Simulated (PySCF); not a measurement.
**Computed NMR parameters against published values**

Geometry:
```tsv
atom	x (Å)	y (Å)	z (Å)
C1	2.390	1.876	0.927
C2	1.481	1.161	0.590
C3	0.454	0.356	0.210
C4	-0.458	-0.359	-0.124
C5	-1.547	-1.215	-0.527
H6	3.181	2.498	1.220
H7	-2.501	-0.750	-0.276
H8	-1.509	-1.386	-1.604
H9	-1.476	-2.174	-0.014
```

What is known from experiment: δ 13C C2 68.8; C1 64.7 ppm (measured; solution, not stated per compound (mostly CDCl3 or CCl4); Pretsch, Buehlmann, Badertscher, Structure Determination of Organic Compounds, 4th ed. (2009)).

- coordinates at the GFN2-xTB level
- σ from GIAO-PBE0/pcSseg-1
- code: PySCF
- rapidly exchanging positions averaged, one computed conformer, no solvent, relativity neglected

Question: Set the calculated values beside the experiment.

Answer: 
Reference values: measured (solution, not stated per compound (mostly CDCl3 or CCl4); Pretsch, Buehlmann, Badertscher, Structure Determination of Organic Compounds, 4th ed. (2009)).
| atoms | quantity | reference | computed | computed, scaled |
| --- | --- | --- | --- | --- |
| C2 | δ 13C | 68.8 | 74.5 | 70.5 |
| C1 | δ 13C | 64.7 | 69.8 | 65.9 |

Computed shifts are σ(ref) − σ with the named reference compound (TMS for H and C) calculated as an isolated molecule at the same level. The measured values may be among those fitted. Empirical linear scaling, fitted to shifts measured mostly in CDCl3 for H and C (δ vs TMS): 13C (scatter 2.1 ppm rms, 2.3 ppm with the 13 outliers that the fit left out). Occasional misses reach two or three times the rms, and more in compound classes unlike the fitted ones.

Question: How far are the unscaled 13C shifts from the references?

Answer: Mean signed difference +5.40 ppm, mean absolute 5.40 ppm over 2 comparisons; the largest is +5.7 ppm at C2 (alkyne carbon).
